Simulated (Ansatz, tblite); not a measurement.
# The cluster SnO2: which isomer is lowest

Aim: relax the candidate shapes of the cluster SnO2 that a cheap search turned up, and see how the levels of theory order them.

Program: Ansatz 0.2.0, Gaussian basis. Level of theory: relaxed with B3LYP-D4/def2-TZVP, singlet. These are calculated values, not measurements.

3 further runs of the same task are left out: 3 set aside as unsound or not needed.

## 1. Starting geometry

3 atoms, charge 0, spin multiplicity 1.

Atoms are counted from 1 here; the program's logs count them from 0.

Bond lengths: Sn1–O2 2.001 Å, Sn1–O3 2.001 Å, O2–O3 1.474 Å. Angles: O2–Sn1–O3 43.2°, Sn1–O2–O3 68.4°, Sn1–O3–O2 68.4°.

Sn takes a core potential in the def2 sets. No spin-orbit coupling is included.

A search from random starts with GFN1-xTB found 4 distinct shapes; 2 go on here. The structure above is candidate A, which lies 0.00 eV above the lowest at that level; B lies 3.60 eV above the lowest at that level.

## 2. Relaxing candidate A

Input file in.yaml:

```yaml
crystal:
  periodic: [false, false, false]
  atoms:
    - {symbol: Sn, position_ang: [0.890440, 0.669370, -0.545810]}
    - {symbol: O, position_ang: [-0.834510, -0.327070, -0.352850]}
    - {symbol: O, position_ang: [-0.055930, -0.342300, 0.898670]}
basis:
  gaussian: {orbitals: def2-TZVP}
hamiltonian: {xc: {name: B3LYP}, dispersion: d4}
scf: {lower_state_search: "off"}
output: {orbitals: {seedname: orbitals}}
relax: {f_tol: 0.02, max_steps: 100}
```

Run with:

```console
> ansatz run in.yaml --threads 2 --pin off --events-out ev --progress --plain --max-ram 4352MiB
```

Output, shortened:

```text
Functional definition: B3LYP
  name "B3LYP"
  cite "Stephens, Devlin, Chabalowski & Frisch, J. Phys. Chem. 98, 11623 (1994) doi:10.1021/j100096a001"
  cite "Becke, Phys. Rev. A 38, 3098 (1988) doi:10.1103/PhysRevA.38.3098"
  cite "Lee, Yang & Parr, Phys. Rev. B 37, 785 (1988) doi:10.1103/PhysRevB.37.785"
  cite "Vosko, Wilk & Nusair, Can. J. Phys. 58, 1200 (1980) doi:10.1139/p80-159"
[...]
734 factors; their error is unknown
[...]
mean field -9926.75379879 eV, -364.8014735101 hartree, gradient 3.0e-6 eV, S^2 0.000000; 0 other end points of the search recorded, 0 dependent functions left out
[...]
reference -9926.75399599 eV, -364.8014807573 hartree; 19, 19 occupied and 93, 93 virtual orbitals, 734 factors
relax step   1: F+E_penalty+E_count = -9926.84587991 eV  Δ(F+E_penalty+E_count) = +0.000e0 eV  max|allowed force component| = 1.204e0 eV/Å  Δτ_max = 0.0000 Å  (19 SCF iters, accepted)
[...]
relax step   3: F+E_penalty+E_count = -9926.89387186 eV  Δ(F+E_penalty+E_count) = -1.737e-2 eV  max|allowed force component| = 7.842e-2 eV/Å  Δτ_max = 0.0201 Å  (21 SCF iters, accepted)
[...]
relax step   4: F+E_penalty+E_count = -9926.89409142 eV  Δ(F+E_penalty+E_count) = -2.196e-4 eV  max|allowed force component| = 4.590e-3 eV/Å  Δτ_max = 0.0026 Å  (24 SCF iters, accepted)
Total energy: -9926.89428893 eV, -364.8066364277 hartree
Atom 0 at     0.880509     0.661904    -0.539720 Å, force     0.004590     0.003452    -0.002817 eV/Å
Atom 1 at    -0.848559    -0.322967    -0.386453 Å, force    -0.002267    -0.001724     0.001447 eV/Å
Atom 2 at    -0.031951    -0.338937     0.926183 Å, force    -0.002323    -0.001727     0.001370 eV/Å
Dipole moment:     0.765570     0.575500    -0.469269 e Å
Checks for a lower state left out: stability, starts, cluster_reference, orbital_swaps, neighbouring_geometries, increment
```

Run time: 3.7 s. Hardware: 2 threads of Arm Neoverse V2, shared host.

Along the way:

```
step  energy from step 1 (eV)  largest force component (eV/Å)
   1                   0.0000                          1.2038
   2                  -0.0306                          0.6945
   3                  -0.0480                          0.0784
   4                  -0.0482                          0.0046
```

Distances of close pairs at the start and the end, largest changes first:

| bond | before (Å) | after (Å) | change (Å) |
| --- | --- | --- | --- |
| O2–O3 | 1.474 | 1.546 | +0.072 |
| Sn1–O3 | 2.001 | 1.996 | -0.006 |
| Sn1–O2 | 2.001 | 1.996 | -0.006 |

## 3. Relaxing candidate B

Input file in.yaml:

```yaml
crystal:
  periodic: [false, false, false]
  atoms:
    - {symbol: Sn, position_ang: [1.023320, 0.001530, 0.200780]}
    - {symbol: O, position_ang: [-0.579550, 1.497000, 0.234250]}
    - {symbol: O, position_ang: [-0.443760, -1.498530, -0.435040]}
basis:
  gaussian: {orbitals: def2-TZVP}
hamiltonian: {xc: {name: B3LYP}, dispersion: d4}
scf: {lower_state_search: "off"}
output: {orbitals: {seedname: orbitals}}
relax: {f_tol: 0.02, max_steps: 100}
```

The command is unchanged.

Output, shortened:

```text
Functional definition: B3LYP
  name "B3LYP"
  cite "Stephens, Devlin, Chabalowski & Frisch, J. Phys. Chem. 98, 11623 (1994) doi:10.1021/j100096a001"
  cite "Becke, Phys. Rev. A 38, 3098 (1988) doi:10.1103/PhysRevA.38.3098"
  cite "Lee, Yang & Parr, Phys. Rev. B 37, 785 (1988) doi:10.1103/PhysRevB.37.785"
  cite "Vosko, Wilk & Nusair, Can. J. Phys. 58, 1200 (1980) doi:10.1139/p80-159"
[...]
734 factors; their error is unknown
[...]
mean field -9923.29745692 eV, -364.6744552891 hartree, gradient 4.4e-6 eV, S^2 0.000000; 0 other end points of the search recorded, 0 dependent functions left out
[...]
reference -9923.29766520 eV, -364.6744629434 hartree; 19, 19 occupied and 93, 93 virtual orbitals, 734 factors
relax step   1: F+E_penalty+E_count = -9923.38961443 eV  Δ(F+E_penalty+E_count) = +0.000e0 eV  max|allowed force component| = 5.908e0 eV/Å  Δτ_max = 0.0000 Å  (25 SCF iters, accepted)
[...]
relax step   7: F+E_penalty+E_count = -9927.11518511 eV  Δ(F+E_penalty+E_count) = -1.103e-2 eV  max|allowed force component| = 4.038e-2 eV/Å  Δτ_max = 0.0607 Å  (22 SCF iters, accepted)
[...]
relax step   8: F+E_penalty+E_count = -9927.11524847 eV  Δ(F+E_penalty+E_count) = -6.336e-5 eV  max|allowed force component| = 1.947e-4 eV/Å  Δτ_max = 0.0024 Å  (24 SCF iters, accepted)
Total energy: -9927.11545956 eV, -364.8147642982 hartree
Atom 0 at     0.000062     0.000000     0.000008 Å, force    -0.000195    -0.000023    -0.000044 eV/Å
Atom 1 at    -0.080179     1.768361     0.395097 Å, force     0.000104    -0.000140    -0.000012 eV/Å
Atom 2 at     0.080126    -1.768361    -0.395115 Å, force     0.000090     0.000163     0.000056 eV/Å
Dipole moment:     0.000086     0.000001     0.000017 e Å
Checks for a lower state left out: stability, starts, cluster_reference, orbital_swaps, neighbouring_geometries, increment
```

Run time: 8 s. Hardware: 2 threads of Arm Neoverse V2, shared host.

Along the way:

```
step  energy from step 1 (eV)  largest force component (eV/Å)
   1                   0.0000                          5.9083
   2                  -1.6323                          4.5333
   3                  -2.5422                          3.3807
   4                  -2.9616                          3.1143
   5                  -3.5469                          0.7005
   6                  -3.7145                          0.2218
   7                  -3.7256                          0.0404
   8                  -3.7256                          0.0002
```

Distances of close pairs at the start and the end, largest changes first:

```
  bond  before (Å)  after (Å)  change (Å)
Sn1–O3       2.192      1.814      -0.379
Sn1–O2       2.192      1.814      -0.379
```

## 4. The relaxed candidates

```csv
candidate,point group,"bonds (count, mean Å)",energy above the lowest (kJ/mol)
A,C2v,"O–Sn 2, 2.00; O–O 1, 1.55",21.3
B,Dinfh,"O–Sn 2, 1.81",0.0
```

## 5. Candidate A, GFN1-xTB

Tight binding, by tblite at 300 K electronic temperature and without a spin-polarisation term:

```python
tblite.interface.Calculator('GFN1-xTB', numbers, positions, charge=0, uhf=0).singlepoint()
```

Energy -320.2760 eV, HOMO -11.67 eV, LUMO -8.05 eV; 0.001 s.

## 6. Candidate A, GFN2-xTB

Tight binding, by tblite at 300 K electronic temperature and without a spin-polarisation term:

```python
tblite.interface.Calculator('GFN2-xTB', numbers, positions, charge=0, uhf=0).singlepoint()
```

Energy -276.9046 eV, HOMO -11.24 eV, LUMO -7.70 eV; 0.002 s.

## 7. Candidate A, PBE0-D4/def2-TZVP

start.molden holds the orbitals of an earlier run on this state, given as this run's starting guess.

Input file in.yaml:

```yaml
crystal:
  periodic: [false, false, false]
  atoms:
    - {symbol: Sn, position_ang: [0.880509, 0.661904, -0.539720]}
    - {symbol: O, position_ang: [-0.848559, -0.322967, -0.386453]}
    - {symbol: O, position_ang: [-0.031951, -0.338937, 0.926183]}
basis:
  gaussian: {orbitals: def2-TZVP, initial_orbitals: start.molden}
hamiltonian: {xc: pbe0, dispersion: d4}
scf: {omitted_lower_state_checks: [starts]}
output: {orbitals: {seedname: orbitals}}
```

Launched as before.

Output:

```text
Functional definition: PBE0
  name "PBE0"
  cite "Adamo & Barone, J. Chem. Phys. 110, 6158 (1999) doi:10.1063/1.478522"
  cite "Perdew, Burke & Ernzerhof, Phys. Rev. Lett. 77, 3865 (1996) doi:10.1103/PhysRevLett.77.3865"
  parent pbe
  parameter a = 0.25
  parameter kappa = 0.804
  parameter beta = 0.06672455060314922
  exchange = (1 - a)*pbe_x(kappa = kappa, mu = beta*pi^2/3) + a*exact_x
  correlation = pbe_c(beta = beta)
these checks for a lower state are left out or cut short: starts
763 factors; their error is unknown
mean field evaluation 1: about -9875.9367 eV, gradient 1.2e2 eV
mean field evaluation 2: about -9897.9781 eV, gradient 2.3e1 eV
mean field evaluation 4: about -9901.7396 eV, gradient 5.5e1 eV
mean field evaluation 8: about -9920.3902 eV, gradient 2.9e0 eV
mean field -9920.52966882 eV, -364.5727409527 hartree, gradient 1.8e-5 eV, S^2 0.000000; 0 other end points of the search recorded, 0 dependent functions left out
reference -9920.52969436 eV, -364.5727418912 hartree; 19, 19 occupied and 93, 93 virtual orbitals, 763 factors
Total energy: -9920.57551874 eV, -364.5744259059 hartree
Checks for a lower state left out: starts
```

Run time: 1.4 s. Hardware: 2 threads of Arm Neoverse V2, shared host.

Report: HOMO -6.58 eV, LUMO -2.78 eV.

## 8. Candidate A, PBE-D4/def2-TZVP

in.yaml, as its differences from that of step 7:

```diff
@@ -8,4 +8,4 @@
   gaussian: {orbitals: def2-TZVP, initial_orbitals: start.molden}
-hamiltonian: {xc: pbe0, dispersion: d4}
+hamiltonian: {xc: pbe, dispersion: d4}
 scf: {omitted_lower_state_checks: [starts]}
-output: {orbitals: {seedname: orbitals}}
+output: {forces: true, orbitals: {seedname: orbitals}}
```

The command is unchanged.

Output, shortened:

```text
Functional definition: PBE
  name "PBE"
  cite "Perdew, Burke & Ernzerhof, Phys. Rev. Lett. 77, 3865 (1996) doi:10.1103/PhysRevLett.77.3865"
  parent pbe
[...]
690 factors; their error is unknown
[...]
mean field -9921.11430560 eV, -364.5942259582 hartree, gradient 2.5e-5 eV, S^2 0.000000; 0 other end points of the search recorded, 0 dependent functions left out
[...]
reference -9921.11434111 eV, -364.5942272629 hartree; 19, 19 occupied and 93, 93 virtual orbitals, 690 factors
Total energy: -9921.16987346 eV, -364.5962680392 hartree
Atom 0 at     0.880509     0.661904    -0.539720 Å, force     0.346006     0.260102    -0.212090 eV/Å
Atom 1 at    -0.848559    -0.322967    -0.386453 Å, force    -0.354965    -0.126493    -0.186445 eV/Å
Atom 2 at    -0.031951    -0.338937     0.926183 Å, force     0.008959    -0.133610     0.398535 eV/Å
Dipole moment:     0.690208     0.518849    -0.423075 e Å
Checks for a lower state left out: starts
```

Run time: 1 s. Hardware: 2 threads of Arm Neoverse V2, shared host.

From the report: HOMO -4.96 eV, LUMO -3.42 eV.

## 9. Candidate A, r2SCAN-D4/def2-TZVP

in.yaml, as its differences from that of step 8:

```diff
@@ -8,4 +8,4 @@
   gaussian: {orbitals: def2-TZVP, initial_orbitals: start.molden}
-hamiltonian: {xc: pbe, dispersion: d4}
+hamiltonian: {xc: r2scan, dispersion: d4}
 scf: {omitted_lower_state_checks: [starts]}
-output: {forces: true, orbitals: {seedname: orbitals}}
+output: {orbitals: {seedname: orbitals}}
```

Same command.

Output:

```text
Functional definition: r2SCAN
  name "r2SCAN"
  cite "Furness, Kaplan, Ning, Perdew & Sun, J. Phys. Chem. Lett. 11, 8208 (2020) doi:10.1021/acs.jpclett.0c02405"
  cite "Furness, Kaplan, Ning, Perdew & Sun, J. Phys. Chem. Lett. 11, 9248 (2020) doi:10.1021/acs.jpclett.0c03077"
  parent r2scan
  parameter k0 = 0.174
  parameter k1 = 0.065
  parameter a1 = 4.9479
  exchange = r2scan_x(k0 = k0, k1 = k1, a1 = a1)
  correlation = r2scan_c
these checks for a lower state are left out or cut short: starts
690 factors; their error is unknown
mean field evaluation 1: about -9925.1094 eV, gradient 5.2e0 eV
mean field evaluation 2: about -9925.1521 eV, gradient 6.5e-2 eV
mean field evaluation 4: about -9925.1434 eV, gradient 1.1e-4 eV
mean field evaluation 8: about -9925.1434 eV, gradient 1.0e-5 eV
mean field -9925.14342967 eV, -364.7422935366 hartree, gradient 1.0e-5 eV, S^2 0.000000; 0 other end points of the search recorded, 0 dependent functions left out
reference -9925.14343994 eV, -364.7422939140 hartree; 19, 19 occupied and 93, 93 virtual orbitals, 690 factors
Total energy: -9925.15440691 eV, -364.7426969426 hartree
Checks for a lower state left out: starts
```

Run time: 1.8 s. Hardware: 2 threads of Arm Neoverse V2, shared host.

HOMO -5.28 eV, LUMO -3.34 eV.

## 10. Candidate A, HSE06-D4/def2-TZVP

in.yaml, as its differences from that of step 9:

```diff
@@ -8,3 +8,3 @@
   gaussian: {orbitals: def2-TZVP, initial_orbitals: start.molden}
-hamiltonian: {xc: r2scan, dispersion: d4}
+hamiltonian: {xc: hse06, dispersion: d4}
 scf: {omitted_lower_state_checks: [starts]}
```

Same command.

Output, shortened:

```text
Functional definition: HSE06
  name "HSE06"
  cite "Heyd, Scuseria & Ernzerhof, J. Chem. Phys. 118, 8207 (2003) doi:10.1063/1.1564060"
  cite "Krukau, Vydrov, Izmaylov & Scuseria, J. Chem. Phys. 125, 224106 (2006) doi:10.1063/1.2404663"
  cite "Heyd & Scuseria, J. Chem. Phys. 120, 7274 (2004) doi:10.1063/1.1668634"
  cite "Ernzerhof & Perdew, J. Chem. Phys. 109, 3313 (1998) doi:10.1063/1.476928"
  cite "Perdew, Burke & Ernzerhof, Phys. Rev. Lett. 77, 3865 (1996) doi:10.1103/PhysRevLett.77.3865"
  parent pbe
[...]
  # The whole range is PBE's own exchange, as in plane waves. The composition of these papers is wPBEh.
[...]
763 factors; their error is unknown
49 factors; integrals over basis functions are off by at most 2.9e-6 eV
[...]
mean field -9920.33072789 eV, -364.5654300084 hartree, gradient 1.7e-5 eV, S^2 0.000000; 0 other end points of the search recorded, 0 dependent functions left out
reference -9920.33076194 eV, -364.5654312597 hartree; 19, 19 occupied and 93, 93 virtual orbitals, 763 factors
Total energy: -9920.37381298 eV, -364.5670133561 hartree
Checks for a lower state left out: starts
```

Run time: 1.2 s. Hardware: 2 threads of Arm Neoverse V2, shared host.

From the report: HOMO -6.17 eV, LUMO -3.14 eV.

## 11. Candidate A, B2PLYP/def2-TZVP

in.yaml, as its differences from that of step 10:

```diff
@@ -8,4 +8,3 @@
   gaussian: {orbitals: def2-TZVP, initial_orbitals: start.molden}
-hamiltonian: {xc: hse06, dispersion: d4}
+hamiltonian: {xc: {name: B2PLYP}}
 scf: {omitted_lower_state_checks: [starts]}
-output: {orbitals: {seedname: orbitals}}
```

Launched as before.

Output, shortened:

```text
Functional definition: B2PLYP
  name "B2PLYP"
  cite "Grimme, J. Chem. Phys. 124, 034108 (2006) doi:10.1063/1.2148954"
  cite "Becke, Phys. Rev. A 38, 3098 (1988) doi:10.1103/PhysRevA.38.3098"
  cite "Lee, Yang & Parr, Phys. Rev. B 37, 785 (1988) doi:10.1103/PhysRevB.37.785"
[...]
890 factors; integrals over basis functions are off by at most 1.0e-3 eV
[...]
mean field -9909.56585568 eV, -364.1698282513 hartree, gradient 4.1e-6 eV, S^2 0.000000; 0 other end points of the search recorded, 0 dependent functions left out
6 core orbitals not correlated: weight in the atoms' cores, before any rotation towards them, 1.000 or more for the frozen orbitals, at most 0.000 for the correlated occupied ones
reference -9909.56597897 eV, -364.1698327819 hartree; 13, 13 occupied and 93, 93 virtual orbitals, 890 factors
second order -26.87600831 eV of doubles, -0.00000000 eV of singles
Total energy: -9916.82250121 eV, -364.4365050557 hartree
Checks for a lower state left out: starts
```

It took 2 s on 2 threads of Arm Neoverse V2, shared host.

## 12. Candidate A, CCSD(T)/def2-TZVPP

in.yaml, as its differences from that of step 11:

```diff
@@ -7,4 +7,5 @@
 basis:
-  gaussian: {orbitals: def2-TZVP, initial_orbitals: start.molden}
-hamiltonian: {xc: {name: B2PLYP}}
+  gaussian: {orbitals: def2-TZVPP, initial_orbitals: start.molden}
+correlation: {method: ccsd_t}
 scf: {omitted_lower_state_checks: [starts]}
+output: {orbitals: {seedname: orbitals}}
```

The command is unchanged.

Output, shortened:

```text
Functional definition: HF
  name "HF"
  cite "Fock, Z. Phys. 61, 126 (1930) doi:10.1007/BF01340294"
  parent pbe
[...]
890 factors; integrals over basis functions are off by at most 1.0e-3 eV
[...]
mean field -9878.36474899 eV, -363.0232087292 hartree, gradient 2.4e-6 eV, S^2 0.000000; 0 other end points of the search recorded, 0 dependent functions left out; unrestricted orbitals would lower it
[...]
6 core orbitals not correlated: weight in the atoms' cores, before any rotation towards them, 1.000 or more for the frozen orbitals, at most 0.000 for the correlated occupied ones
reference -9878.36474899 eV, -363.0232087292 hartree; 13, 13 occupied and 93, 93 virtual orbitals, 890 factors
second order -21.61600916 eV of doubles, -0.00000000 eV of singles
cycle   1  -20.11167145 eV  change     1.5e0 eV  update   1.8e-1
[...]
cycle  13  -21.09421896 eV  change    4.8e-6 eV  update   9.4e-6
perturbative correction -0.97784399 eV, -0.0359351039 hartree
Total energy: -9900.43681194 eV, -363.8343420818 hartree
Checks for a lower state left out: starts
```

Run time: 4.8 s. Hardware: 2 threads of Arm Neoverse V2, shared host.

From the report: Hartree-Fock HOMO -10.83 eV, LUMO -0.27 eV; T1 0.027. Doubts: large T1 diagnostic, restricted state is unstable towards broken spin symmetry.

## 13. A against B

The energies of B at these levels come from its own runs, whose logs aren't repeated here.

```csv
level,A above B (kJ/mol),time
GFN1-xTB,-48.0,0.002 s
GFN2-xTB,-40.1,0.004 s
HF/def2-TZVPP†,-4.6,
PBE-D4/def2-TZVP,+34.8,1.9 s
r2SCAN-D4/def2-TZVP,+32.1,3.5 s
PBE0-D4/def2-TZVP,+21.8,2.6 s
HSE06-D4/def2-TZVP,+22.8,2.3 s
B2PLYP/def2-TZVP,+47.3,3.9 s
MP2/def2-TZVPP†,+68.6,
CCSD/def2-TZVPP†,+20.9,
CCSD(T)/def2-TZVPP†,+36.8,9.2 s
```

Times add the two runs; a level without a time comes out of a correlated run. † marks a level with a doubtful state (flagged, unstable, out of aufbau order, or strongly spin-contaminated); such levels are left out of the summary. CCSD(T)/def2-TZVPP is no safe reference here (large T1 diagnostic).

## 14. What came out

| quantity | value |
| --- | --- |
| A above B, range of the levels free of doubt, tight binding aside | +21.8 to +47.3 kJ/mol |
| levels that put A lower | GFN1-xTB, GFN2-xTB |

**Reading.** The levels disagree on A and B: 2 of 7 put A lower. A random search of this size may have missed the true lowest shape. Only singlets are compared; another spin may lie lower and prefer another shape.
